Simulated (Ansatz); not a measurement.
# SiNHO (triplet): wave-function methods side by side, cc-pVDZ

One table from this session's results is given with a row withheld; the runs are named, their logs left out.

Method: cc-pVDZ, core rule «outside noble gas», up to 7 orbitals frozen; program: Ansatz 0.2.0, Gaussian basis.

Plan: UHF; CCSD(T) on ROHF; CCSD(T) on UHF; BCCD(T) on ROHF; CISD; CCSDT(Q) on ROHF; CCSDT(Q) on UHF.

6 further runs of the same task are left out: 6 set aside as unsound or not needed.

### The geometry

The geometry is a PBE0/def2-TZVP stationary point (not a proven minimum).

4 atoms, charge 0, spin multiplicity 3.

Atoms are counted from 1 here; the program's logs count them from 0.

Bond lengths: O1–N2 1.272 Å, N2–Si3 1.774 Å, N2–H4 1.026 Å. Angles: O1–N2–Si3 124.5°, O1–N2–H4 113.3°, Si3–N2–H4 122.2°.

Coordinates:

```xyz
4
charge 0, multiplicity 3
O     0.0000   -0.3375    1.5302
N     0.0000    0.4474    0.5290
Si    0.0000   -0.0826   -1.1639
H     0.0000    1.4397    0.7914
```

The first run:

The input, in.yaml:

```yaml
crystal:
  periodic: [false, false, false]
  atoms:
    - {symbol: O, position_ang: [0.000000, -0.337465, 1.530169]}
    - {symbol: N, position_ang: [0.000000, 0.447419, 0.529033]}
    - {symbol: Si, position_ang: [0.000000, -0.082561, -1.163926]}
    - {symbol: H, position_ang: [0.000000, 1.439714, 0.791361]}
basis:
  gaussian: {orbitals: cc-pVDZ}
magnetization: {spin_polarized: true, initial_magnetization: 2}
hamiltonian: {xc: hf}
output: {orbitals: {seedname: orbitals}}
```

Started as:

```bash
$ ansatz run in.yaml --threads 1 --pin off --events-out ev --progress --plain --max-ram 4096MiB --backend cpu
```

Among the steps run: UHF; CCSD(T) on ROHF; CCSD(T) on UHF; BCCD(T) on ROHF; CISD; CCSDT(Q) on ROHF; CCSDT(Q) on UHF.

One of the session's tables, all rows but one given; the rest of the session is left out.

```
   method  from UCCSDT(Q) (kJ/mol)
     ROHF                  +1156.1
      UHF                  +1126.9
     RMP2                   +124.8
     UMP2                   +129.4
     CISD                   +165.2
    RCCSD                    +41.0
    UCCSD                    +40.2
 RCCSD(T)                     +7.0
 UCCSD(T)                     +7.1
  BCCD(T)                     +6.6
   RCCSDT                     +4.1
   UCCSDT                     +4.0
RCCSDT(Q)                        ?
UCCSDT(Q)                        0
```

**Question.** Estimate the row for RCCSDT(Q).

The run gave: from UCCSDT(Q) (kJ/mol): +0.3. In the column «from UCCSDT(Q) (kJ/mol)» it lies between UCCSDT(Q) (0) and UCCSDT (+4.0).

To keep in mind: Restricted and unrestricted rows rest on different reference determinants; where their highest levels disagree by more than a few hundredths of an eV, they describe different states and don't form one ladder.
